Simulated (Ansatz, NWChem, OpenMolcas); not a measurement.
# Worked example: SiH4 → SiH2 + H2

Species: SiH4 (silane) `[SiH4]`, singlet; SiH2 `[SiH2]`, singlet; H2 (hydrogen), singlet. This is a balance of energies; it says nothing on the path, which may need atoms to shift.

Shapes, held fixed at every level: PBE0-D4/def2-TZVP. Programs: Ansatz 0.2.0, NWChem 7.3.0. Electronic energies: no zero-point or thermal term.

At PBE0/def2-SVP; 1 Eh = 2625.50 kJ/mol:

```
species  energy (Eh)
   SiH4  -291.652663
   SiH2  -290.385208
     H2    -1.163616
```

Task: Work out ΔE of the reaction at this level.

Result: 
1. Products less reactants: (-290.385208) + (-1.163616) − [(-291.652663)] = 0.103839 Eh = +272.6 kJ/mol.

Other levels give +203.1 (BCCD(T)/3-21G) to +244.9 kJ/mol (PBE/3-21G). No measured value is set beside it here. PBE0/def2-SVP lies outside the range of all other levels here, so it shouldn't be taken on trust. The median of the other levels is +213.3 kJ/mol.
